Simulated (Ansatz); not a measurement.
**FH3OSi (SMILES O[SiH2]F): a rigid scan of the angle H5–Si2–O1**

The task here is to estimate one member of a computed series from the others.

Program: Ansatz 0.2.0, Gaussian basis. Level of theory: single points in def2-TZVPP. These are calculated values, not measurements.

Levels: PBE-D4, r2SCAN-D4, PBE0-D4, B3LYP-D4, wB97M-V, Hartree-Fock, MP2, CCSD, CCSD(T). The scan takes 76.4, 83.9, 91.4, 98.9, 106.4, 113.9, 121.4, 128.9, 136.4°.

Cores are frozen in the correlated methods. B3LYP uses VWN-RPA correlation.

28 further runs of the same task are left out: 28 set aside as unsound or not needed.

## Starting geometry

The minimum, relaxed at PBE0-D4: SMILES `O[SiH2]F`, 6 atoms, charge 0, spin multiplicity 1.

Atoms are counted from 1 here; the program's logs count them from 0.

Bond lengths: O1–Si2 1.630 Å, O1–H4 0.958 Å, Si2–F3 1.596 Å, Si2–H5 1.474 Å, Si2–H6 1.482 Å. Angles: Si2–O1–H4 119.1°, O1–Si2–F3 111.0°, O1–Si2–H5 106.4°, O1–Si2–H6 111.7°, F3–Si2–H5 108.2°, F3–Si2–H6 106.0°, H5–Si2–H6 113.7°.

Coordinates:

```
O    -0.8535   -0.2092   -0.9241
Si    0.3783   -0.0093    0.1239
F     0.1808   -0.9228    1.4178
H    -1.7142    0.1502   -0.7056
H     1.5956   -0.4585   -0.5758
H     0.4551    1.3856    0.6176
```

Energies of the minimum (eV), from earlier single points: PBE-D4 -12686.91185, r2SCAN-D4 -12693.06488, PBE0-D4 -12687.74621, B3LYP-D4 -12696.71960, wB97M-V -12693.97075, CCSD(T) -12676.33376.

At the minimum the angle H5–Si2–O1 is 106.4°.

Set-up of the first run:

The input, ccsdt-tzvpp/in.yaml:

```yaml
crystal:
  periodic: [false, false, false]
  atoms:
    - {symbol: O, position_ang: [-0.853521, -0.209157, -0.924109]}
    - {symbol: Si, position_ang: [0.378261, -0.009305, 0.123877]}
    - {symbol: F, position_ang: [0.180808, -0.922814, 1.417814]}
    - {symbol: H, position_ang: [-1.714238, 0.150164, -0.705640]}
    - {symbol: H, position_ang: [1.031481, -0.558426, -1.078202]}
    - {symbol: H, position_ang: [0.455088, 1.385633, 0.617631]}
basis:
  gaussian: {orbitals: def2-TZVPP}
correlation: {method: ccsd_t}
```

No record of the launch command was kept for these runs.

Among the steps run: H5–Si2–O1 = 76.4°; H5–Si2–O1 = 83.9°; H5–Si2–O1 = 91.4°; H5–Si2–O1 = 98.9°; H5–Si2–O1 = 106.4°; H5–Si2–O1 = 113.9°; H5–Si2–O1 = 121.4°; H5–Si2–O1 = 128.9°; H5–Si2–O1 = 136.4°.

One of the session's tables, all rows but one given; the rest of the session is left out.

It belongs to the step «The curves». Energies less that of the minimum at the same level (eV):

```
      angle (°)  PBE-D4  PBE0-D4  B3LYP-D4  wB97M-V  Hartree-Fock
           76.4   0.777    0.830     0.848    0.843         1.017
           83.9       ?        ?         ?        ?             ?
           91.4   0.175    0.191     0.196    0.194         0.246
           98.9   0.040    0.046     0.048    0.047         0.065
106.4 (minimum)   0.000    0.000     0.000    0.000         0.000
          106.4   0.000    0.000     0.000    0.000         0.000
          113.9   0.047    0.045     0.045    0.045         0.041
          121.4   0.177    0.177     0.178    0.176         0.181
          128.9   0.385    0.391     0.395    0.391         0.418
          136.4   0.672    0.687     0.695    0.688         0.751
```

Q: Estimate the row for angle (°) = 83.9 from the others.

Worked estimate for «PBE-D4». A straight line through the neighbours (76.4, 0.777) and (91.4, 0.175) gives 0.777 + (0.175 − 0.777) × (83.9 − 76.4) / (91.4 − 76.4) = 0.476; a parabola fitted to 3 rows on both sides gives 0.421.

**Answer.** PBE-D4: 0.415; PBE0-D4: 0.447; B3LYP-D4: 0.457; wB97M-V: 0.453; Hartree-Fock: 0.557. In «PBE-D4» the line misses by +0.061 and the parabola by +0.006.

Caveats from the session: A polynomial through the near points puts the CCSD(T) minimum at the PBE0-D4 value.
